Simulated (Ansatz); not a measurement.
Born–Oppenheimer molecular dynamics of AlH$_{3}$O$_{2}$ (6 atoms, charge 0, multiplicity 1). It starts from a relaxed structure.

Method: RKS r2SCAN-D4/6-31G (Ansatz 0.2.0).

```yaml
ensemble: NVT, Nosé–Hoover chain
time_step: 0.5 fs
steps_asked: 250
set_temperature: 300 K
thermostat: time constant 100 fs, chain length 3 (defaults)
seed: 352456
```

Frames 2.5 fs apart, positions in Å, forces in eV/Å.

Velocities at 10.0 fs (Å/ps):

```
Al -0.66 -1.98 -1.80
H -1.26 11.66 9.98
O 4.49 1.49 0.66
H -5.44 -4.02 1.71
O -3.11 2.04 1.52
H 2.31 -10.63 1.76
```

```xyz
6
Properties=species:S:1:pos:R:3:forces:R:3 time_fs=10.0 energy_less_start_eV=0.092 T=124
Al 0.019 -0.182 0.174 -1.54 0.41 0.34
H 0.043 0.362 1.700 0.10 -0.24 -0.47
O 1.483 -0.340 -0.671 -0.35 0.07 0.56
H 1.849 -0.625 -1.491 0.51 -0.24 -0.81
O -1.606 -0.359 -0.474 1.09 -0.08 0.30
H -2.167 -0.708 -1.174 0.18 0.09 0.08
6
Properties=species:S:1:pos:R:3:forces:R:3 time_fs=12.5 energy_less_start_eV=0.101 T=106
Al 0.016 -0.187 0.170 -1.33 0.55 0.56
H 0.043 0.383 1.708 0.10 -0.33 -0.68
O 1.493 -0.336 -0.668 -0.05 -0.25 -0.27
H 1.849 -0.641 -1.508 0.09 0.07 0.08
O -1.612 -0.354 -0.470 1.09 -0.12 0.28
H -2.156 -0.732 -1.167 0.11 0.08 0.03
6
Properties=species:S:1:pos:R:3:forces:R:3 time_fs=15.0 energy_less_start_eV=0.093 T=121
Al 0.009 -0.190 0.167 -0.90 0.52 0.31
H 0.049 0.385 1.677 0.09 -0.24 -0.41
O 1.504 -0.333 -0.667 0.06 -0.51 -0.87
H 1.856 -0.653 -1.522 -0.24 0.34 0.79
O -1.613 -0.349 -0.464 1.02 -0.13 0.28
H -2.139 -0.751 -1.158 -0.03 0.03 -0.09
6
Properties=species:S:1:pos:R:3:forces:R:3 time_fs=17.5 energy_less_start_eV=0.080 T=146
Al 0.001 -0.192 0.165 -0.22 0.35 -0.29
H 0.060 0.373 1.624 0.09 -0.01 0.23
O 1.514 -0.332 -0.668 -0.79 -0.06 0.46
H 1.853 -0.650 -1.500 0.27 -0.11 -0.41
O -1.611 -0.345 -0.458 0.65 -0.29 -0.01
H -2.123 -0.768 -1.154 0.00 0.11 0.02
6
Properties=species:S:1:pos:R:3:forces:R:3 time_fs=20.0 energy_less_start_eV=0.107 T=96
Al -0.007 -0.193 0.162 0.44 0.20 -0.76
H 0.077 0.360 1.585 0.09 0.20 0.79
O 1.521 -0.331 -0.667 -1.06 -0.01 0.66
H 1.863 -0.650 -1.496 0.29 -0.15 -0.50
O -1.607 -0.343 -0.452 0.27 -0.41 -0.25
H -2.107 -0.779 -1.149 -0.02 0.16 0.07
6
Properties=species:S:1:pos:R:3:forces:R:3 time_fs=22.5 energy_less_start_eV=0.115 T=80
Al -0.015 -0.194 0.158 1.00 0.29 -0.48
H 0.098 0.358 1.588 0.05 0.15 0.65
O 1.525 -0.330 -0.665 -0.57 -0.46 -0.54
H 1.888 -0.656 -1.515 -0.30 0.32 0.74
O -1.601 -0.341 -0.446 0.02 -0.38 -0.29
H -2.093 -0.781 -1.141 -0.20 0.08 -0.09
6
Properties=species:S:1:pos:R:3:forces:R:3 time_fs=25.0 energy_less_start_eV=0.106 T=99
Al -0.021 -0.194 0.152 1.56 0.56 0.31
H 0.123 0.364 1.629 -0.04 -0.09 -0.01
O 1.526 -0.331 -0.664 -0.90 -0.25 0.00
H 1.899 -0.647 -1.499 -0.08 0.12 0.22
O -1.595 -0.341 -0.442 -0.31 -0.44 -0.47
H -2.090 -0.777 -1.138 -0.22 0.10 -0.06
6
Properties=species:S:1:pos:R:3:forces:R:3 time_fs=27.5 energy_less_start_eV=0.129 T=56
Al -0.023 -0.193 0.148 1.87 0.74 0.94
H 0.145 0.364 1.669 -0.14 -0.27 -0.53
O 1.524 -0.333 -0.663 -1.42 0.13 1.00
H 1.907 -0.632 -1.474 0.41 -0.26 -0.81
O -1.591 -0.343 -0.439 -0.61 -0.52 -0.69
H -2.099 -0.766 -1.137 -0.12 0.18 0.09
6
Properties=species:S:1:pos:R:3:forces:R:3 time_fs=30.0 energy_less_start_eV=0.110 T=91
Al -0.021 -0.190 0.145 1.66 0.71 1.09
H 0.159 0.350 1.680 -0.17 -0.28 -0.62
O 1.517 -0.335 -0.659 -0.63 -0.27 -0.24
H 1.932 -0.627 -1.483 -0.18 0.15 0.33
O -1.589 -0.347 -0.439 -0.51 -0.42 -0.56
H -2.117 -0.746 -1.131 -0.17 0.11 0.00
6
Properties=species:S:1:pos:R:3:forces:R:3 time_fs=32.5 energy_less_start_eV=0.072 T=166
Al -0.016 -0.186 0.144 1.09 0.49 0.73
H 0.164 0.319 1.656 -0.14 -0.13 -0.25
O 1.508 -0.337 -0.655 -0.16 -0.38 -0.72
H 1.950 -0.616 -1.478 -0.37 0.25 0.67
O -1.588 -0.352 -0.441 -0.24 -0.29 -0.36
H -2.144 -0.718 -1.126 -0.17 0.05 -0.07
6
Properties=species:S:1:pos:R:3:forces:R:3 time_fs=35.0 energy_less_start_eV=0.051 T=208
Al -0.007 -0.181 0.146 0.39 0.17 0.04
H 0.160 0.280 1.618 -0.07 0.11 0.43
O 1.497 -0.341 -0.653 -0.68 0.04 0.42
H 1.951 -0.592 -1.443 0.40 -0.17 -0.64
O -1.589 -0.358 -0.444 -0.07 -0.25 -0.34
H -2.180 -0.687 -1.124 0.04 0.11 0.09
6
Properties=species:S:1:pos:R:3:forces:R:3 time_fs=37.5 energy_less_start_eV=0.055 T=202
Al 0.001 -0.175 0.147 -0.47 -0.05 -0.36
H 0.152 0.247 1.605 -0.02 0.24 0.84
O 1.484 -0.345 -0.651 -0.07 -0.09 -0.17
H 1.971 -0.575 -1.435 0.18 -0.05 -0.25
O -1.589 -0.366 -0.449 0.27 -0.12 -0.13
H -2.215 -0.649 -1.117 0.10 0.07 0.07
```

Of the whole run (125 fs, mean temperature of the second half 184 K): The conserved energy stayed within 0.14 meV per atom of its start (net change 0.033 meV per atom), so the integration is sound. The mean temperature of the second half is 39 % below the set value. A run of 0.12 ps of so small a system gives no equilibrium averages. Limits of this set-up: no polarisation functions.

The run took 7.9 min on 1 thread of Arm Neoverse V1, on a shared host, peak memory 0.1 GiB.
